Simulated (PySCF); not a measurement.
# Basis-set dependence of population analyses: pyrimidine

Pyrimidine, C₄H₄N₂.
SMILES with atom numbers: `[cH:1]1[cH:2][n:3][cH:4][n:5][cH:6]1` (hydrogens: H7 on C1; H8 on C2; H9 on C4; H10 on C6)

PBE0 throughout (PySCF), one geometry, spherical d and f functions. Geometry: PBE0-D3(BJ)/def2-SVP; no solvent, vibrations or thermal averaging. Atoms taken as equivalent share a column and are averaged.

Mulliken charges (e):

| basis | functions | C1 | C2/C6 | N3/N5 | C4 | H7 | H8/H10 | H9 |
| --- | --- | --- | --- | --- | --- | --- | --- | --- |
| STO-3G | 34 | -0.090 | +0.015 | -0.229 | +0.093 | +0.105 | +0.105 | +0.110 |
| 6-31G | 62 | -0.160 | -0.011 | -0.351 | +0.077 | +0.198 | +0.201 | +0.206 |
| pcSseg-0 | 62 | -0.330 | +0.098 | -0.619 | +0.318 | +0.260 | +0.264 | +0.265 |
| 6-31G* | 92 | -0.199 | +0.018 | -0.365 | +0.125 | +0.190 | +0.192 | +0.193 |
| def2-SVP | 104 | -0.089 | +0.076 | -0.188 | +0.112 | +0.045 | +0.051 | +0.054 |
| cc-pVDZ | 104 | -0.097 | +0.128 | -0.227 | +0.156 | +0.018 | +0.038 | +0.045 |
| pcSseg-1 | 122 | -0.223 | +0.151 | -0.413 | +0.260 | +0.111 | +0.123 | +0.130 |
| aug-cc-pVDZ | 174 | +1.115 | +0.356 | -0.413 | +0.483 | -0.476 | -0.376 | -0.258 |
| 6-311+G(2d,p) | 186 | -0.068 | -0.003 | -0.291 | +0.147 | +0.123 | +0.127 | +0.132 |
| def2-TZVP | 210 | -0.102 | -0.035 | -0.221 | +0.072 | +0.137 | +0.134 | +0.135 |
| cc-pVTZ | 236 | -0.149 | -0.030 | -0.177 | +0.043 | +0.135 | +0.135 | +0.118 |
| IGLO-III | 250 | -0.084 | +0.080 | -0.364 | +0.196 | +0.104 | +0.115 | +0.122 |

IAO charges (e):

| basis | functions | C1 | C2/C6 | N3/N5 | C4 | H7 | H8/H10 | H9 |
| --- | --- | --- | --- | --- | --- | --- | --- | --- |
| STO-3G | 34 | -0.163 | -0.043 | -0.184 | +0.015 | +0.155 | +0.148 | +0.150 |
| 6-31G | 62 | -0.199 | -0.010 | -0.270 | +0.073 | +0.172 | +0.170 | +0.176 |
| pcSseg-0 | 62 | -0.203 | -0.003 | -0.272 | +0.088 | +0.168 | +0.164 | +0.167 |
| 6-31G* | 92 | -0.203 | +0.020 | -0.294 | +0.117 | +0.161 | +0.156 | +0.159 |
| def2-SVP | 104 | -0.204 | +0.020 | -0.287 | +0.117 | +0.160 | +0.153 | +0.155 |
| cc-pVDZ | 104 | -0.207 | +0.017 | -0.288 | +0.115 | +0.162 | +0.157 | +0.159 |
| pcSseg-1 | 122 | -0.210 | +0.019 | -0.296 | +0.117 | +0.165 | +0.160 | +0.164 |
| aug-cc-pVDZ | 174 | -0.212 | +0.020 | -0.302 | +0.120 | +0.167 | +0.162 | +0.165 |
| 6-311+G(2d,p) | 186 | -0.212 | +0.021 | -0.304 | +0.121 | +0.166 | +0.162 | +0.166 |
| def2-TZVP | 210 | -0.212 | +0.021 | -0.302 | +0.122 | +0.166 | +0.161 | +0.164 |
| cc-pVTZ | 236 | -0.212 | +0.020 | -0.300 | +0.121 | +0.166 | +0.161 | +0.164 |
| IGLO-III | 250 | -0.213 | +0.020 | -0.303 | +0.121 | +0.167 | +0.163 | +0.166 |

Hirshfeld charges (e):

```csv
basis,functions,C1,C2/C6,N3/N5,C4,H7,H8/H10,H9
STO-3G,34,-0.026,+0.051,-0.168,+0.102,+0.042,+0.038,+0.039
6-31G,62,-0.050,+0.035,-0.174,+0.079,+0.064,+0.062,+0.062
pcSseg-0,62,-0.054,+0.034,-0.160,+0.077,+0.059,+0.057,+0.055
6-31G*,92,-0.052,+0.039,-0.174,+0.083,+0.060,+0.060,+0.059
def2-SVP,104,-0.056,+0.036,-0.160,+0.082,+0.059,+0.056,+0.052
cc-pVDZ,104,-0.057,+0.033,-0.155,+0.077,+0.058,+0.056,+0.053
pcSseg-1,122,-0.056,+0.035,-0.167,+0.081,+0.061,+0.060,+0.057
aug-cc-pVDZ,174,-0.058,+0.032,-0.169,+0.078,+0.065,+0.064,+0.061
"6-311+G(2d,p)",186,-0.056,+0.033,-0.171,+0.078,+0.064,+0.064,+0.061
def2-TZVP,210,-0.057,+0.033,-0.168,+0.079,+0.063,+0.062,+0.059
cc-pVTZ,236,-0.057,+0.033,-0.165,+0.079,+0.062,+0.061,+0.058
IGLO-III,250,-0.057,+0.033,-0.168,+0.077,+0.064,+0.063,+0.060
```

Question: Which scheme is steadiest as the basis changes?

Answer: Largest range over the bases for any column: Hirshfeld 0.03 e, IAO 0.12 e, Mulliken 1.44 e. Hirshfeld charges move least and Mulliken charges most, counted in e. Without the minimal STO-3G basis the ranges are Hirshfeld 0.02, IAO 0.05, Mulliken 1.44 e.

Question: How much do the charges still move between the two largest bases, cc-pVTZ and IGLO-III?

Answer: At most, over all atoms: Mulliken 0.187 e, IAO 0.004 e, Hirshfeld 0.003 e.

Question: What do the same runs give for the total energy, the frontier levels and the dipole moment?

Answer: 
| basis | energy (Eh) | HOMO (eV) | LUMO (eV) | μ (D) |
| --- | --- | --- | --- | --- |
| STO-3G | -260.6961 | -4.83 | 1.42 | 2.10 |
| 6-31G | -263.9222 | -7.10 | -1.10 | 2.66 |
| pcSseg-0 | -263.3898 | -7.25 | -1.36 | 2.68 |
| 6-31G* | -264.0122 | -7.19 | -0.96 | 2.29 |
| def2-SVP | -263.8225 | -7.31 | -1.18 | 2.28 |
| cc-pVDZ | -264.0354 | -7.21 | -1.04 | 2.13 |
| pcSseg-1 | -263.9823 | -7.45 | -1.31 | 2.37 |
| aug-cc-pVDZ | -264.0501 | -7.44 | -1.34 | 2.34 |
| 6-311+G(2d,p) | -264.0874 | -7.49 | -1.35 | 2.37 |
| def2-TZVP | -264.1093 | -7.42 | -1.29 | 2.31 |
| cc-pVTZ | -264.1014 | -7.38 | -1.23 | 2.25 |
| IGLO-III | -264.1133 | -7.47 | -1.34 | 2.34 |

The dipole is fixed by the density alone, so its range of 0.58 D shows that the density itself changes with the basis, not only its division among atoms.
